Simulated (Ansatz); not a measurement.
Geometry optimisation, Ansatz, RKS PBE0/def2-SVP.

Input file:

```yaml
crystal:
  periodic: [false, false, false]
  atoms:
    - { symbol: B, position_ang: [0.0, 0.0, 0.0] }
    - { symbol: H, position_ang: [0.5157, 0.0, 1.2908] }
    - { symbol: Cl, position_ang: [2.0511, 0.0, 0.1912] }
    - { symbol: Cl, position_ang: [-1.6108, 0.0, -0.93] }
basis:
  gaussian: { orbitals: def2-SVP }
hamiltonian:
  xc: pbe0
relax:
  f_tol: 0.15
  max_steps: 25
  restrain:
    - { distance: [1, 2], at: 1.37, k: 30.0 }
    - { distance: [0, 1], at: 2.39, k: 30.0 }
    - { distance: [0, 2], at: 3.06, k: 30.0 }
output:
  orbitals: {}
```

Command:

```bash
$ ansatz run input.yaml --threads 1 --pin off --max-ram 2048MiB --backend cpu --events-out ev --progress --plain --runs-dir out
```

Task: Where does it end, and by what steps?

Result: The run converged. The restraints hold the end off the free minimum. After 11 steps the energy has risen by 0.353 eV (the restraints' own energy left out); B1 moved furthest, 0.97 Å. Parted: B1–H2, B1–Cl3. Joined: H2–Cl3.

```tsv
step	energy less start (eV)	largest force component (eV/Å)	accepted
0	0.0000	4.232	yes
1	1.6375	5.549	yes
2	2.8645	6.422	yes
3	2.2328	7.042	yes
4	0.7935	2.073	yes
5	0.4553	0.802	yes
6	0.3880	0.736	yes
7	0.4374	1.019	no
8	0.3893	0.832	yes
9	0.3709	0.889	yes
10	0.3561	0.896	yes
11	0.3530	0.880	yes
```

```xyz
4
Properties=species:S:1:pos:R:3
B -0.933 0.000 0.266
H 1.213 0.000 1.309
Cl 2.136 0.000 0.347
Cl -1.460 0.000 -1.370
```

Whether the end is a true minimum wasn't checked by a vibrational analysis.

Run time: 18 s on 1 thread of Arm Neoverse V1 (shared host), peak memory 0.1 GiB.
